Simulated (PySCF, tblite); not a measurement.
# A complex of hydrogen chloride and acetonitrile

A gas-phase complex of hydrogen chloride and acetonitrile; neutral, singlet. The structure comes from a short search (6 tight-binding starts) and was relaxed by PBE0-D3(BJ)/def2-TZVPD; another way of binding may lie lower. No frequency run checks that it is a minimum.

```json
{"part": "1", "name": "hydrogen chloride", "SMILES": "Cl", "atoms": "1–2", "charge": "0", "multiplicity": "1"}
{"part": "2", "name": "acetonitrile", "SMILES": "CC#N", "atoms": "3–8", "charge": "0", "multiplicity": "1"}
```

```csv
atom,part,x (Å),y (Å),z (Å)
Cl1,1,0.241,0.449,0.026
H2,1,-0.715,-0.432,0.092
C3,2,-3.990,-3.504,0.347
C4,2,-2.940,-2.513,0.260
N5,2,-2.109,-1.726,0.191
H6,2,-3.991,-3.957,1.339
H7,2,-4.959,-3.036,0.168
H8,2,-3.827,-4.282,-0.400
```

Contacts between parts, classed by geometry: H2···N5 1.905 Å (hydrogen bond, 180°).

Interaction energies are complex less parts, with the parts frozen as they stand in it; counterpoise-corrected, in kcal/mol (PySCF). The CCSD(T) estimate is Hartree-Fock/aug-cc-pVQZ, plus the MP2 correlation part extrapolated as X⁻³ from aug-cc-pVTZ and aug-cc-pVQZ, plus CCSD(T) less MP2 in aug-cc-pVDZ; noble-gas cores are frozen. It isn't the exact limit.

```json
{"level": "Hartree-Fock/aug-cc-pVQZ", "interaction": "-3.37", "superposition error removed": "-"}
{"level": "wB97M-D3(BJ)/def2-TZVPD", "interaction": "-5.73", "superposition error removed": "-0.11"}
{"level": "PBE0-D3(BJ)/def2-TZVPD", "interaction": "-6.68", "superposition error removed": "-0.12"}
{"level": "MP2/aug-cc-pVQZ", "interaction": "-6.55", "superposition error removed": "-0.38"}
```

Problem. What does CCSD(T) at its estimated basis limit give, and which of these levels comes nearest?

Solution. -5.85 kcal/mol. wB97M-D3(BJ)/def2-TZVPD is nearest, off by +0.12; the errors are Hartree-Fock/aug-cc-pVQZ +2.48, wB97M-D3(BJ)/def2-TZVPD +0.12, PBE0-D3(BJ)/def2-TZVPD -0.84, MP2/aug-cc-pVQZ -0.71.

Problem. What holds them together? Decompose the wB97M-D3(BJ)/def2-TZVPD energy: frozen parts, their antisymmetrised product, then relaxation.

Solution. electrostatic -10.5, Pauli repulsion +11.5, orbital relaxation -6.0, dispersion correction -0.8 kcal/mol, which sum to the value before the counterpoise correction; the Pauli term holds the exchange-correlation of the frozen density too. Of the attraction, 60 % is electrostatic, 35 % is orbital relaxation, 5 % is dispersion correction.

The parts were also relaxed and run alone, at the levels used for the complex: shieldings by PBE0/pcSseg-2; core levels by delta-SCF with SCAN, pcX-2 on the ionised atom and pcseg-1 elsewhere, spin-free X2C (2p3/2 is the spin-free 2p value less a third of a first-order spin-orbit splitting).

Problem. What does binding change?

Solution. 
| property | alone | in the complex | change |
| --- | --- | --- | --- |
| Cl1–H2 bond (Å) | 1.279 | 1.301 | +0.022 |
| shielding of H2 (ppm) | 30.67 | 26.25 | -4.41 |
| shielding of N5 (ppm) | -34.6 | -17.0 | +17.7 |
| shielding of Cl1 (ppm) | 945.4 | 954.8 | +9.5 |
| Cl1 2p3/2 core level (eV) | 207.39 | 205.66 | -1.72 |
| C4 1s core level (eV) | 292.62 | 293.33 | +0.70 |
| N5 1s core level (eV) | 405.32 | 405.99 | +0.67 |

The core-hole states of C4, N5 are spin-contaminated (⟨S²⟩ 0.83, 0.81 against 0.75 for a pure doublet), so those values and differences from them are less sure.
